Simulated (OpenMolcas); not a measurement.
# S2O (Disulfur monoxide) at 6 levels

Wanted: a comparison of 6 runs (HF/def2-TZVP, M06-2X/def2-TZVP, M06-L/def2-TZVP, PBE/def2-TZVP, r2SCAN/def2-TZVP, CCSD(T)/def2-TZVP) of S2O (Disulfur monoxide). 

The results are computed with OpenMolcas 26.06.

1 further run of the same task is left out (set aside as unsound or not needed).

## 1. The system as given

S2O: 3 atoms, total charge 0, spin state singlet. SMILES: `O=S=S`. Geometry: relaxed at PBE0-D4/def2-TZVP.

Bond lengths: O1–S2 1.453 Å, S2–S3 1.880 Å. Angles: O1–S2–S3 117.8°.

## 2. Energy and forces at HF/def2-TZVP (run 1)

Input file mol.inp:

```
>>> EXPORT MOLCAS_PRINT=2

&GATEWAY
 BasLib
 $CurrDir
 Coord
 3
 angstrom
 O        0.451630       1.204020       0.493170
 S        0.529120      -0.205510       0.148940
 S       -0.980740      -0.998510      -0.642110
 Basis
 def2-TZVP
 Group
 NoSym

&SEWARD

&SCF
 Thresholds
 1e-10 1e-07 1e-07 1e-05
 PrOrbitals
 1 2

&ALASKA
```

The basis set def2-TZVP is read from a file made from the Basis Set Exchange's data (not shown).

Run with:

```bash
$ export MOLCAS_MEM=1860
$ pymolcas mol.inp > mol.log
```

What it wrote:

```text
--- Start Module: gateway ---
[...]
--- Stop Module: gateway /rc=_RC_ALL_IS_WELL_ ---
[...]
      Basis functions          105
[...]
--- Start Module: scf ---
[...]
       Convergence after  16 Iterations
[...]
::    Total SCF energy                               -869.9321633418
[...]
      Total spin, S                                     0.0000000000
[...]
      Total electronic charge=   40.000000
      Total            charge=   -0.000000
[...]
      Dipole Moment (debye):
      Origin of the operator (angstrom)=   -0.0903   -0.2406   -0.0986
                   X=  5.5624E-01               Y= -1.7735E+00               Z= -2.5670E-01           Total=  1.8763E+00
      Quadrupole Moment (debye*angstrom):
[...]
--- Stop Module: scf /rc=_RC_ALL_IS_WELL_ ---
[...]
--- Start Module: alaska ---
[...]
 *              Molecular gradients               *
 **************************************************
  Irreducible representation: a
 ------------------------------------------------------------------------------------------
                              X                       Y                       Z
 ------------------------------------------------------------------------------------------
  O1               -1.32808714904920E-03    5.03987100034138E-02    1.28629439244916E-02
  S2                1.80296392024566E-02   -4.02800870550148E-02   -3.75525636599061E-03
  S3               -1.67015520533589E-02   -1.01186229483670E-02   -9.10768755846192E-03
 ------------------------------------------------------------------------------------------
--- Stop Module: alaska /rc=_RC_ALL_IS_WELL_ ---
[...]
```

It took 16 s on 1 thread of Arm Neoverse V1, shared host; peak memory 0.6 GiB.

## 3. Energy and gradient at M06-2X/def2-TZVP (run 2)

Input file run.input:

```
* OS2 Kohn-Sham DFT
>>> EXPORT MOLCAS_PRINT=2
&GATEWAY
BasLib
$CurrDir
BasisSet
O.def2-TZVP....
O1 0.451630 1.204020 0.493170 angstrom
End of Basis
BasisSet
S.def2-TZVP....
S2 0.529120 -0.205510 0.148940 angstrom
S3 -0.980740 -0.998510 -0.642110 angstrom
End of Basis
&SEWARD
GridInput
Grid=UltraFine
End of Grid
&SCF
KSDFT
M062X
Thresholds
1e-10 1e-07 1e-07 1e-05
PrOrbitals
1
&ALASKA
```

The basis set def2-TZVP is read from a file made from the Basis Set Exchange's data (not shown).

Run with:

```bash
$ export MOLCAS_MEM=1860
$ pymolcas run.input > run.log
```

What it wrote:

```text
--- Start Module: gateway ---
[...]
--- Stop Module: gateway /rc=_RC_ALL_IS_WELL_ ---
[...]
      Basis functions          105
[...]
--- Start Module: scf ---
[...]
       Convergence after  16 Iterations
[...]
::    Total KS-DFT energy                            -871.5741678241
[...]
      Total spin, S                                     0.0000000000
[...]
      Total electronic charge=   40.000000
      Total            charge=   -0.000000
[...]
      Dipole Moment (debye):
      Origin of the operator (angstrom)=   -0.0903   -0.2406   -0.0986
                   X=  4.3787E-01               Y= -1.5733E+00               Z= -2.4909E-01           Total=  1.6519E+00
      Quadrupole Moment (debye*angstrom):
[...]
--- Stop Module: scf /rc=_RC_ALL_IS_WELL_ ---
[...]
--- Start Module: alaska ---
[...]
 *              Molecular gradients               *
 **************************************************
  Irreducible representation: a
 ------------------------------------------------------------------------------------------
                              X                       Y                       Z
 ------------------------------------------------------------------------------------------
  O1                5.05747470600837E-04    7.24847355528979E-03    2.11792205086603E-03
  S2                3.44424604543292E-03   -4.32985523198504E-03    1.75537682099325E-04
  S3               -3.94999351608405E-03   -2.91861832336870E-03   -2.29345973296624E-03
 ------------------------------------------------------------------------------------------
--- Stop Module: alaska /rc=_RC_ALL_IS_WELL_ ---
[...]
```

Run time: 36 s. Hardware: 1 thread of Arm Neoverse V1, shared host; peak memory 0.6 GiB.

Runs 3 to 5 aren't shown in full; the table further down has their settings and results.

## 4. The energy at CCSD(T)/def2-TZVP (Cholesky decomposition) (run 6)

Input file test.inp:

```
* OS2 CCSD(T)

&gateway
 baslib=$CurrDir
 basisset
 O.def2-TZVP....
 O1 0.451630 1.204020 0.493170 angstrom
 End of Basis
 basisset
 S.def2-TZVP....
 S2 0.529120 -0.205510 0.148940 angstrom
 S3 -0.980740 -0.998510 -0.642110 angstrom
 End of Basis

&seward
 high

&scf
 thresholds=1e-10 1e-07 1e-07 1e-05
 prorbitals=1 1

&chcc
 frozen=11
 threshold=1e-08
 maxiterations=80

&cht3
 frozen=11
```

The basis set def2-TZVP is read from a file made from the Basis Set Exchange's data (not shown).

Run with:

```bash
$ export MOLCAS_MEM=1860
$ pymolcas test.inp > test.log
```

What it wrote:

```text
--- Start Module: gateway ---
[...]
--- Stop Module: gateway /rc=_RC_ALL_IS_WELL_ ---
[...]
      Basis functions          105
[...]
       Convergence after  16 Iterations
[...]
::    Total SCF energy                               -869.9321633391
[...]
      Total spin, S                                     0.0000000000
[...]
      Total electronic charge=   40.000000
      Total            charge=   -0.000000
[...]
      Dipole Moment (debye):
      Origin of the operator (angstrom)=   -0.0903   -0.2406   -0.0986
                   X=  5.5624E-01               Y= -1.7735E+00               Z= -2.5670E-01           Total=  1.8763E+00
      Quadrupole Moment (debye*angstrom):
[...]
--- Start Module: chcc ---
[...]
--- Stop Module: chcc /rc=_RC_ALL_IS_WELL_ ---
[...]
--- Start Module: cht3 ---
[...]
--- Stop Module: cht3 /rc=_RC_ALL_IS_WELL_ ---
[...]
```

Run time: 4.2 min. Hardware: 1 thread of Arm Neoverse V1, shared host; peak memory 0.16 GiB.

## 5. The series

```
run                                       level  integration grid  integral approximation  energy (Eh)  dipole moment (D) of the reference  HOMO energy (eV)  LUMO energy (eV)  wall time
  1                                HF/def2-TZVP                 –                    none  -869.932163                                1.88            -11.02             -0.61       16 s
  2                            M06-2X/def2-TZVP         UltraFine                    none  -871.574168                                1.65             -9.31             -2.99       36 s
  3                             M06-L/def2-TZVP         UltraFine                    none  -871.630063                                1.32             -6.99             -4.60       40 s
  4                               PBE/def2-TZVP         UltraFine                    none  -871.247456                                1.34             -6.85             -4.65       32 s
  5                            r2SCAN/def2-TZVP         UltraFine                    none  -871.562964                                1.38             -7.13             -4.70       42 s
  6  CCSD(T)/def2-TZVP (Cholesky decomposition)                 –                 CD high  -870.566953                                1.88            -11.02             -0.61    4.2 min
```

## 6. Results

```
                                           quantity          value
                                run 6: total energy  -870.56695 Eh
          run 6: dipole moment (mean-field density)         1.88 D
         run 6: HOMO energy (Hartree–Fock orbitals)      -11.02 eV
         run 6: LUMO energy (Hartree–Fock orbitals)       -0.61 eV
       run 6: HOMO–LUMO gap (Hartree–Fock orbitals)       10.42 eV
run 6: correlation energy (11 core orbitals frozen)     -634.8 mEh
                              run 6: (T) correction     -36.14 mEh
```

Over runs 1, 2, 3, 4, 5 the dipole moment (its size) runs from 1.32 D (M06-L/def2-TZVP) to 1.88 D (HF/def2-TZVP). Over runs 1, 2, 3, 4, 5 the HOMO–LUMO gap runs from 2.20 eV (PBE/def2-TZVP) to 10.42 eV (HF/def2-TZVP). Exact exchange widens orbital gaps. Totals of different functionals can't be ranked against each other. All runs together took 7 min, the longest 4.2 min.
